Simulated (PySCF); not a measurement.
DPP, C6H4N2O2.
SMILES: `O=C1NC=C2C(=O)NC=C12`

Computed with PySCF at wB97X-D/def2-SVPD, non-relativistic, on one gas-phase PBE0-D3(BJ)/def2-SVP geometry that isn't relaxed in the solvent. The solvent is an IEF-PCM continuum (van der Waals radii × 1.2), and excitations are vertical TDDFT with non-equilibrium linear response and a frozen core. The model holds no explicit solvent molecules, cavitation or dispersion.

Gas-phase singlets (H = HOMO, L = LUMO):

| state | E (eV) | λ (nm) | f | leading configuration |
| --- | --- | --- | --- | --- |
| S1 | 3.529 | 351 | 0.256 | H→L 97% |
| S2 | 4.102 | 302 | 0.000 | H-2→L 99% |
| S3 | 4.107 | 302 | 0.000 | H-1→L 93% |
| S4 | 4.585 | 270 | 0.000 | H-3→L 87% |
| S5 | 5.467 | 227 | 0.000 | H→L+1 98% |

**Question.** How does the list change in chloroform (ε = 4.711)?

**Answer.** 
```csv
state,E (eV),λ (nm),f,leading configuration,change by rank (eV)
S1,3.411,364,0.335,H→L 98%,-0.118
S2,3.976,312,0.000,H-1→L 99%,-0.126
S3,4.290,289,0.000,H-2→L 93%,+0.183
S4,4.795,259,0.000,H-3→L 87%,+0.210
S5,5.453,227,0.000,H→L+1 98%,-0.014
```

**Question.** How does the list change in methanol (ε = 32.61)?

**Answer.** 
| state | E (eV) | λ (nm) | f | leading configuration | change by rank (eV) |
| --- | --- | --- | --- | --- | --- |
| S1 | 3.451 | 359 | 0.320 | H→L 98% | -0.078 |
| S2 | 3.933 | 315 | 0.000 | H-1→L 99% | -0.169 |
| S3 | 4.352 | 285 | 0.000 | H-2→L 94% | +0.245 |
| S4 | 4.869 | 255 | 0.000 | H-3→L 87% | +0.284 |
| S5 | 5.479 | 226 | 0.000 | H→L+1 98% | +0.012 |

**Question.** The ground-state energy changes by -0.670 eV from gas to methanol. By how much does the total energy of gas-phase S1 change?

**Answer.** E(S1) = E(S0) + excitation energy, so it changes by -0.670 − 0.078 = -0.748 eV: it is lowered more than the ground state, which is what a red shift means. This is the vertical state, with the slow part of the continuum still set for S0.

**Question.** How do the frontier levels move from gas to methanol?

**Answer.** 
| orbital | gas (eV) | solvent (eV) | change (eV) |
| --- | --- | --- | --- |
| LUMO+2 | 2.00 | 2.19 | +0.19 |
| LUMO+1 | 1.54 | 1.68 | +0.14 |
| LUMO | -0.95 | -0.82 | +0.13 |
| HOMO | -8.00 | -7.93 | +0.07 |
| HOMO-1 | -9.77 | -9.57 | +0.20 |
| HOMO-2 | -9.82 | -9.90 | -0.08 |
| HOMO-3 | -10.27 | -10.45 | -0.18 |

The HOMO–LUMO gap goes from 7.05 to 7.11 eV. Rows go by rank; for HOMO-2 and HOMO-1 the atom shares or the degeneracy differ between the runs, so the row needn't follow one orbital.

Hardware: one thread of an x86-64 server, shared host. Cost: 61 s. This is the whole response run at wB97X-D/def2-SVPD in methanol, SCF included.

Note: wB97X-D ran without an empirical dispersion term, which enters the total energy and its gradient alone.
